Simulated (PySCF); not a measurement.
[NO2]+: breathing scan

Level of theory: PBE0 in PySCF with N def2-TZVP, O def2-TZVP; no relativity; density-fitted integrals.

Rigid scan from the singlet minimum (N–O 1.110 Å (×2); O–N–O 180.0°). Coordinate: all bonds to the central atom scaled together. Energies in kJ/mol from the minimum.

(1) Predict the curve at 0.88, 0.92, 0.96, 1.00, 1.04, 1.08, 1.14, 1.22, 1.35.

Answers

(1) 
| scale of all bonds to the centre | E (kJ/mol) |
| --- | --- |
| 0.88 | 321.4 |
| 0.92 | 126.5 |
| 0.96 | 28.1 |
| 1.00 | 0.0 |
| 1.04 | 22.3 |
| 1.08 | 80.0 |
| 1.14 | 208.8 |
| 1.22 | 420.5 |
| 1.35 | 781.8 |

At long bonds a restricted determinant can lie too high, and another spin state can fall below this curve.

Other isomers or separated fragments may lie lower.
